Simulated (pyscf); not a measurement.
Single points on ωB97X-D3(BJ)/def2-SVP structures (PySCF, gas phase).

Question: Estimate the classical barrier height and the reaction energy of H₃C–SnH₃ (SMILES [CH3][SnH3]) + SnH₃• (SMILES [SnH3]) → H₃Sn–SnH₃ (SMILES [SnH3][SnH3]) + CH₃• (SMILES [CH3]) at ωB97M-D3(BJ)/def2-TZVP. The step runs on the doublet surface, breaks C–Sn and forms Sn–Sn; take the separated reactants as zero.

Answer: ΔE‡ = 20.8 kcal/mol, ΔE = +12.6 kcal/mol. Zero-point energy shifts the barrier by -0.2 kcal/mol. It is a substitution at Sn, with an imaginary mode of 515i cm⁻¹. One saddle was located; it need not be the lowest between these sides. The angle at the attacked Sn is 180°. Elements past Kr carry the def2 core potentials, without spin-orbit coupling.
